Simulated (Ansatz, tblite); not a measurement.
# The cluster Os₄+: rung by rung

How do method and basis change the picture of the cluster Os₄+ (doublet)?

Program: Ansatz 0.2.0, Gaussian basis. Level of theory: as each input shows. These are calculated values, not measurements.

Plan: GFN1-xTB, GFN2-xTB, PBE-D4/def2-TZVP, r2SCAN-D4/def2-TZVP, HSE06-D4/def2-TZVP, ωB97M-V/def2-TZVP, CAM-B3LYP-D4/def2-TZVP, BHLYP-D4/def2-TZVP, r2SCANh-D4/def2-TZVP, PBE-D4/def2-SVP, PBE0-D4/def2-SVP, MP2/def2-TZVP, RPA/def2-TZVP.

3 further runs of the same task are left out: 1 that didn't finish, 2 set aside as unsound or not needed. Runs told in other sessions of the task aren't counted.

## Step 1: The structure

The doublet was relaxed beforehand with PBE-D4/def2-SVP. At that level it is the lowest of the isomers that a small search found.

4 atoms, charge 1, spin multiplicity 2.

Bond lengths: Os1–Os2 2.284 Å, Os1–Os3 3.214 Å, Os1–Os4 2.257 Å, Os2–Os3 2.257 Å, Os2–Os4 3.214 Å, Os3–Os4 2.290 Å. Angles: Os2–Os1–Os3 44.6°, Os2–Os1–Os4 90.1°, Os3–Os1–Os4 45.5°, Os1–Os2–Os3 90.1°, Os1–Os2–Os4 44.6°, Os3–Os2–Os4 45.5°, Os1–Os3–Os2 45.3°, Os1–Os3–Os4 44.6°, Os2–Os3–Os4 89.9°, Os1–Os4–Os2 45.3°, Os1–Os4–Os3 89.9°, Os2–Os4–Os3 44.6°.

Os takes a core potential in the def2 sets. No spin-orbit coupling is included. The ion is computed in the gas phase, without counter-ions or solvent.

PBE0-D4/def2-TZVP was run before; its log isn't repeated, and its numbers join the tables.

## Step 2: GFN1-xTB

Tight binding, by tblite at 300 K electronic temperature and without a spin-polarisation term:

```python
tblite.interface.Calculator('GFN1-xTB', numbers, positions, charge=1, uhf=1).singlepoint()
```

Energy -351.6128 eV; 0.005 s.

## Step 3: GFN2-xTB

Tight binding, by tblite at 300 K electronic temperature and without a spin-polarisation term:

```python
tblite.interface.Calculator('GFN2-xTB', numbers, positions, charge=1, uhf=1).singlepoint()
```

Energy -349.4100 eV; 0.008 s.

## Step 4: PBE-D4/def2-TZVP

start.molden holds the orbitals of an earlier run on this state, given as this run's starting guess.

Input file in.yaml:

```yaml
crystal:
  periodic: [false, false, false]
  atoms:
    - {symbol: Os, position_ang: [-0.953548, 0.327283, 1.249861]}
    - {symbol: Os, position_ang: [-1.274829, -0.387986, -0.895807]}
    - {symbol: Os, position_ang: [0.953036, -0.328257, -1.252609]}
    - {symbol: Os, position_ang: [1.275340, 0.388960, 0.898554]}
basis:
  gaussian: {orbitals: def2-TZVP, initial_orbitals: start.molden}
total_charge: 1
magnetization: {spin_polarized: true, initial_magnetization: 1}
hamiltonian: {xc: pbe, dispersion: d4}
scf: {omitted_lower_state_checks: [starts]}
output: {orbitals: {seedname: orbitals}}
```

Launch:

```console
ansatz run in.yaml --threads 4 --pin off --events-out ev --progress --plain --max-ram 3916MiB
```

Further steps of the session: r2SCAN-D4/def2-TZVP; HSE06-D4/def2-TZVP; ωB97M-V/def2-TZVP; CAM-B3LYP-D4/def2-TZVP; BHLYP-D4/def2-TZVP; r2SCANh-D4/def2-TZVP; PBE-D4/def2-SVP; PBE0-D4/def2-SVP; MP2/def2-TZVP; RPA/def2-TZVP.

Before running them: what should the planned runs give, taken together? Wanted: gap in def2-TZVP, named functionals, smallest and largest; correlation energy, MP2/def2-TZVP; ⟨S²⟩ in def2-TZVP, named functionals, smallest and largest; PBE0 total energy, smallest basis above largest.

**Answer**, as computed:

| quantity | value |
| --- | --- |
| gap in def2-TZVP, named functionals, smallest and largest | 0.44 eV (PBE-D4), 6.22 eV (ωB97M-V) |
| correlation energy, MP2/def2-TZVP | -46.03 eV |
| ⟨S²⟩ in def2-TZVP, named functionals, smallest and largest | 1.910, 3.753 |
| PBE0 total energy, smallest basis above largest | 1.29 eV (def2-SVP, def2-TZVP) |

In words: Over the named functionals in def2-TZVP the gap runs from 0.44 eV (PBE-D4) to 6.22 eV (ωB97M-V); exact exchange widens it. Over the named functionals in def2-TZVP spin contamination reaches 3.00 (BHLYP-D4), and every level is far from pure, so all describe a mixture with higher spin.
